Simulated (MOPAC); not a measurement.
MOPAC input (PM6):

```
PM6 FORCE THERMO(298,298) PRECISE LET CHARGE=-1 GEO-OK AUX(PRECISION=9) THREADS=1
C4H9

C     0.85561233 1    1.50775620 1   -0.36355044 1
C     0.47312488 1    0.48762182 1    0.63559365 1
C    -0.74655003 1   -0.28708079 1    0.48667536 1
C    -0.61940169 1   -1.58411842 1   -0.41047467 1
H     1.62448905 1    2.18223913 1    0.03320041 1
H    -1.55977205 1   -2.11480020 1   -0.49859096 1
H    -0.00147024 1    2.12896534 1   -0.65983485 1
H     1.25983169 1    1.06778079 1   -1.29034005 1
H     0.13535646 1   -2.23466247 1    0.02432874 1
H    -0.26851116 1   -1.28254910 1   -1.39519315 1
H     1.18287011 1    0.20810989 1    1.36642050 1
H    -1.56413489 1    0.31389498 1    0.03556582 1
H    -1.12550462 1   -0.63630890 1    1.47052741 1
```

Which zero-point energy does it print?

67.31 kcal/mol, from the harmonic wavenumbers of PM6.
